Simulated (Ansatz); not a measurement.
A made-up structure of CH₃Si₂, doublet:

```json
{"atom": "Si1", "x (Å)": "-1.0083", "y (Å)": "-1.7748", "z (Å)": "-0.3126"}
{"atom": "C2", "x (Å)": "-0.2506", "y (Å)": "-0.3036", "z (Å)": "-0.0908"}
{"atom": "Si3", "x (Å)": "0.8741", "y (Å)": "0.8912", "z (Å)": "0.3354"}
{"atom": "H4", "x (Å)": "-2.3597", "y (Å)": "-1.8551", "z (Å)": "-0.9605"}
{"atom": "H5", "x (Å)": "1.9079", "y (Å)": "1.4108", "z (Å)": "-0.5894"}
{"atom": "H6", "x (Å)": "-0.3833", "y (Å)": "-3.0485", "z (Å)": "-0.2556"}
```

It is relaxed with PBE-D4/def2-SVP and then PBE0-D4/def2-TZVP (Ansatz 0.2.0). Atoms count as bonded within 1.22 times the sum of their covalent radii (H–H: 0.88 Å). The end point is not checked to be a true minimum.

Does its bonding change? (A judgement: the text doesn't fix the answer.)

By the calculation: No: no bond forms or breaks.

Where it ends: The first stage lowers the energy by 0.21 eV in 11 steps. It ends as CH₃Si₂ ([SiH][C][SiH2]):
```csv
atom,x (Å),y (Å),z (Å)
Si1,-0.9880,-1.8037,-0.3861
C2,0.0269,-0.4534,-0.2449
Si3,0.8465,0.8783,0.3400
H4,-2.3725,-1.7367,-0.9080
H5,1.8078,1.6297,-0.5338
H6,-0.5406,-3.1942,-0.1406
```

Labels in which every atom is bracketed show which atoms are joined, not bond orders.

For scale, one of the runs: PBE0-D4/def2-TZVP relaxation, 123 basis functions, launched by `ansatz run in.yaml --threads 2 --pin off --events-out ev --progress --plain --max-ram 4352MiB`. The run took about 28 s on 2 CPU threads of an Intel Xeon Platinum 8488C (shared host).
